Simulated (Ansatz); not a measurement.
# A small benchmark: atomisation enthalpy at 298 K

10 molecules with nitrogen; the atomisation enthalpy at 298 K in kJ/mol, computed less measured. Shapes, held fixed at every level: PBE0-D4/def2-TZVP. Flexible molecules stand in one conformer, not always the lowest. Thermal terms are harmonic and unscaled (PBE0-D4/def2-TZVP); the spin-orbit lowering of the free atoms is taken from their spectra. Programs: Ansatz 0.2.0. Measured values: Active Thermochemical Tables, CRC Handbook of Chemistry and Physics, NIST-JANAF tables.

Levels: A = HF/def2-SVP; B = PBE-D4/def2-TZVPP; C = B3LYP-D4/def2-TZVPP; D = PBE0-D4/def2-TZVPP.

```json
{"molecule": "HNC (hydrogen isocyanide)", "from tabulated heats": "1215", "A": "-449", "B": "+55", "C": "+7", "D": "-3"}
{"molecule": "NOF (nitrosyl fluoride)", "from tabulated heats": "867", "A": "-655", "B": "+162", "C": "+29", "D": "+21"}
{"molecule": "HOCN (cyanic acid)", "from tabulated heats": "1671", "A": "-685", "B": "+103", "C": "+2", "D": "+4"}
{"molecule": "H3NO (SMILES NO)", "from tabulated heats": "1419", "A": "-642", "B": "+53", "C": "+6", "D": "-15"}
{"molecule": "HNO3 (peroxynitrous acid)", "from tabulated heats": "1451", "A": "-1059", "B": "+203", "C": "+6", "D": "+3"}
{"molecule": "CH5N (methylamine)", "from tabulated heats": "2300", "A": "-685", "B": "+39", "C": "+14", "D": "-2"}
{"molecule": "C2H4N2S2 (dithiooxamide)", "from tabulated heats": "3722", "A": "-1393", "B": "+205", "C": "+17", "D": "+56"}
{"molecule": "C3H7N (cyclopropylamine)", "from tabulated heats": "4072", "A": "-1139", "B": "+111", "C": "+8", "D": "+40"}
{"molecule": "C3H9N (isopropylamine)", "from tabulated heats": "4669", "A": "-1247", "B": "+82", "C": "+10", "D": "+18"}
{"molecule": "C5H7N (3-methylpyrrole)", "from tabulated heats": "5513", "A": "-1505", "B": "+194", "C": "+6", "D": "+77"}
```

Question: Which level does best on this set, which worst, and which err to one side?

Answer: 
| level | kind | mean error | mean absolute error | worst case |
| --- | --- | --- | --- | --- |
| HF/def2-SVP | Hartree–Fock | -945.9 | 945.9 | C5H7N |
| PBE-D4/def2-TZVPP | GGA | +120.7 | 120.7 | C2H4N2S2 |
| B3LYP-D4/def2-TZVPP | global hybrid | +10.5 | 10.5 | NOF |
| PBE0-D4/def2-TZVPP | global hybrid | +19.9 | 23.9 | C5H7N |

On this set B3LYP-D4/def2-TZVPP has the smallest mean absolute error and HF/def2-SVP the largest. HF/def2-SVP is too low in 10 of 10; PBE-D4/def2-TZVPP is too high in 10 of 10; B3LYP-D4/def2-TZVPP is too high in 10 of 10; PBE0-D4/def2-TZVPP is too high in 7 of 10. Heats of the atoms come from ATcT where it has them. The levels differ in basis as well as in method. The tabulated value of NOF is in doubt (older tables, estimates, or at odds with other calculations) and kept here. Over the 9 molecules whose values aren't doubted the mean absolute errors are A 978.2; B 116.1; C 8.4; D 24.2. For HF/def2-SVP the error tends to grow with the atomisation enthalpy. Hartree–Fock lacks correlation and underbinds. The set is small.
